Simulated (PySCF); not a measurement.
A side-by-side comparison of computed properties.

First species: C3H3NS.
SMILES: `N#C[C@@H]1CS1`

Second species: isothiazole, C3H3NS.
SMILES: `c1cnsc1`

Levels: CAM-B3LYP/def2-SVPD for dipole moment, HOMO energy, LUMO energy, HOMO–LUMO gap, static isotropic polarisability and electronic spatial extent ⟨r²⟩ about the centre of nuclear charge; TDDFT CAM-B3LYP/def2-SVPD for lowest singlet excitation; TDA CAM-B3LYP/def2-SVPD for lowest triplet excitation (Tamm–Dancoff); ΔSCF CAM-B3LYP/def2-SVPD for vertical ionisation energy; PBE0-D3(BJ)/def2-SVP for rotational constant A and rotational constant C. Geometries: PBE0-D3(BJ)/def2-SVP. Each species is one conformer at its optimised geometry, gas phase, non-relativistic unless stated; the electronic structure was computed with PySCF and density fitting.

Problem. Which has the higher static isotropic polarisability?

Solution. The first: 57.3 au against 56.6 au, a difference of 0.7 au.

Problem. Which of the two has the higher dipole moment, and by how much?

Solution. The first: 3.82 D against 2.53 D, a difference of 1.29 D.

Problem. Which has the higher rotational constant A?

Solution. The first: 11.101 GHz against 8.276 GHz, a difference of 2.825 GHz.

Problem. Which has the higher S1 energy?

Solution. The second: 5.73 eV against 4.57 eV, a difference of 1.16 eV.

Problem. Which has the higher ⟨r²⟩?

Solution. The first: 504 bohr² against 376 bohr², a difference of 128 bohr².

Problem. Which of the two has the higher HOMO–LUMO gap, and by how much?

Solution. The second: 8.88 eV against 8.72 eV, a difference of 0.16 eV.

Problem. Which of the two has the higher rotational constant C, and by how much?

Solution. The second: 3.418 GHz against 2.404 GHz, a difference of 1.014 GHz.

Problem. Which has the higher LUMO energy?

Solution. The second: 0.01 eV against -0.13 eV, a difference of 0.14 eV.

On the first: The vertical singlet–triplet gap S1 − T1 is 0.49 eV (TDDFT singlet less Tamm–Dancoff triplet; S1: HOMO→LUMO, weight 0.94; T1: HOMO→LUMO, weight 0.94). A dipole of 3.82 D is allowed in C1, and pure rotational transitions are dipole-allowed.

On the second: The 10 singlets span 5.73 to 7.85 eV, and their oscillator strengths add up to 0.32. The polarisability is 8.38 Å³ as a volume (1 au = 0.148185 Å³), or 1.29 au for each of the 44 electrons.
